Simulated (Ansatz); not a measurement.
Input file:

```yaml
crystal:
  periodic: [false, false, false]
  atoms:
    - {symbol: Al, position_ang: [0.000000, 0.105264, 1.006952]}
    - {symbol: C, position_ang: [0.000000, 0.485411, -1.119862]}
    - {symbol: N, position_ang: [0.000000, -0.696891, -0.832779]}
    - {symbol: H, position_ang: [0.000000, 1.082252, -2.038110]}
basis:
  gaussian: {orbitals: cc-pVDZ}
total_charge: 1
correlation: {method: sc_nevpt2, electrons: outside_noble_gas, active_space: {window: {electrons: 8, orbitals: 8}}}
```

```sh
$ ansatz run in.yaml --threads 1 --pin off --events-out ev --progress --plain --max-ram 2393MiB
```

Question: Roughly how long does this take on 1 thread of Arm Neoverse V2, shared host, and how much host memory?

Answer: 10 s wall and 0.22 GiB.

```
494 factors; integrals over basis functions are off by at most 1.2e-3 eV
mean field evaluation 1: about -9090.2840 eV, gradient 5.9e1 eV
mean field evaluation 2: about -9090.2867 eV, gradient 5.9e1 eV
mean field evaluation 4: about -9100.8940 eV, gradient 8.4e0 eV
mean field evaluation 8: about -9101.6369 eV, gradient 7.4e-1 eV
mean field evaluation 16: about -9093.1911 eV, gradient 2.7e1 eV
mean field evaluation 32: about -9090.9849 eV, gradient 2.3e-2 eV
mean field -9101.65774865 eV, -334.4797529378 hartree, gradient 2.4e-6 eV, S^2 0.000000; 3 other end points of the search recorded, 0 dependent functions left out; unrestricted orbitals would lower it
reference -9101.65774865 eV, -334.4797529378 hartree; 13, 13 occupied and 38, 38 virtual orbitals, 494 factors
state -9105.95395835 eV, -334.6376357323 hartree
state -9105.95395835 eV, -334.6376357323 hartree; corrected -9110.35670750 eV, -334.7994337791 hartree
state -9105.88970670 eV, -334.6352745276 hartree
state -9105.88970670 eV, -334.6352745276 hartree; corrected -9110.44234317 eV, -334.8025808320 hartree
state -9105.88970670 eV, -334.6352745276 hartree; corrected -9110.44234317 eV, -334.8025808320 hartree
state -9105.23682535 eV, -334.6112815804 hartree
state -9105.23682535 eV, -334.6112815804 hartree; corrected -9110.72773587 eV, -334.8130688203 hartree
state -9105.23682535 eV, -334.6112815804 hartree; corrected -9110.72773587 eV, -334.8130688203 hartree
the orbitals are reached from a further start. From the first start the search ends at -9105.95380290 eV, -334.6376300193 hartree
WARN: the results are in doubt because another end's mean lies 0.717 eV lower, and its corrected mean 0.371 eV higher
Total energy: -9110.72773587 eV, -334.8130688203 hartree
In doubt: another end's mean lies 0.717 eV lower, and its corrected mean 0.371 eV higher
```
